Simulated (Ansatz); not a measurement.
Input file:

```yaml
crystal:
  periodic: [false, false, false]
  atoms:
    - {symbol: Si, position_ang: [0.000000, 0.000000, 1.029969]}
    - {symbol: Si, position_ang: [0.000000, 0.000000, -1.163327]}
    - {symbol: H, position_ang: [0.000000, 1.236053, 1.857961]}
    - {symbol: H, position_ang: [0.000000, -1.236053, 1.857961]}
basis:
  gaussian: {orbitals: 6-31G}
magnetization: {spin_polarized: false}
correlation: {method: ccsdt_q, electrons: outside_noble_gas}
```

```sh
$ ansatz run in.yaml --threads 1 --pin off --events-out ev --progress --plain --max-ram 4096MiB --backend cpu
```

Problem. Roughly how long does this take on 1 thread of AMD EPYC 7R13, shared host, and how much host memory?

Solution. 1.3 s wall and 0.13 GiB.

```
619 factors; integrals over basis functions are off by at most 7.5e-8 eV
mean field evaluation 1: about -15750.2998 eV, gradient 8.8e0 eV
mean field evaluation 2: about -15750.3027 eV, gradient 8.8e0 eV
mean field evaluation 4: about -15750.8625 eV, gradient 1.2e0 eV
mean field evaluation 8: about -15750.8755 eV, gradient 5.7e-5 eV
mean field evaluation 16: about -15750.8751 eV, gradient 1.9e-1 eV
mean field evaluation 32: about -15747.9314 eV, gradient 1.3e-2 eV
mean field -15750.87547595 eV, -578.8339974144 hartree, gradient 1.7e-6 eV, S^2 0.000000; 1 other end points of the search recorded, 0 dependent functions left out; unrestricted orbitals would lower it
determinant -15750.87547595 eV, -578.8339974144 hartree, with singles and doubles -15754.35230631 eV, -578.9617685735 hartree
determinant -15747.93137128 eV, -578.7258035633 hartree, with singles and doubles -15750.77861593 eV, -578.8304378743 hartree
10 core orbitals not correlated: weight in the atoms' cores, before any rotation towards them, 1.000 or more for the frozen orbitals, at most 0.000 for the correlated occupied ones
reference -15750.87547595 eV, -578.8339974144 hartree; 5, 5 occupied and 15, 15 virtual orbitals, 619 factors
second order -2.65222401 eV of doubles, -0.00000000 eV of singles
cycle   1  -3.15953285 eV  change   -5.1e-1 eV  update   8.7e-2
cycle   2  -3.52054232 eV  change   -3.6e-1 eV  update   4.1e-2
cycle   3  -3.57565941 eV  change   -5.5e-2 eV  update   1.7e-2
cycle   4  -3.57664049 eV  change   -9.8e-4 eV  update   7.1e-3
cycle   5  -3.57734483 eV  change   -7.0e-4 eV  update   3.3e-3
cycle   6  -3.57755936 eV  change   -2.1e-4 eV  update   1.3e-3
cycle   7  -3.57710164 eV  change    4.6e-4 eV  update   6.2e-4
cycle   8  -3.57726161 eV  change   -1.6e-4 eV  update   3.5e-4
cycle   9  -3.57743686 eV  change   -1.8e-4 eV  update   1.5e-4
cycle  10  -3.57735989 eV  change    7.7e-5 eV  update   6.5e-5
cycle  11  -3.57734927 eV  change    1.1e-5 eV  update   3.2e-5
cycle  12  -3.57735423 eV  change   -5.0e-6 eV  update   1.5e-5
cycle  13  -3.57736989 eV  change   -1.6e-5 eV  update   7.9e-6
cycle  14  -3.57737549 eV  change   -5.6e-6 eV  update   3.0e-6
cycle  15  -3.57737563 eV  change   -1.4e-7 eV  update   1.4e-6
cycle  16  -3.57737449 eV  change    1.1e-6 eV  update   6.2e-7
cycle  17  -3.57737402 eV  change    4.7e-7 eV  update   2.7e-7
perturbative correction -0.01083364 eV, -0.0003981289 hartree
Total energy: -15754.46368361 eV, -578.9658616138 hartree
```

For the same geometry and basis full CI lies 3.1 meV lower.
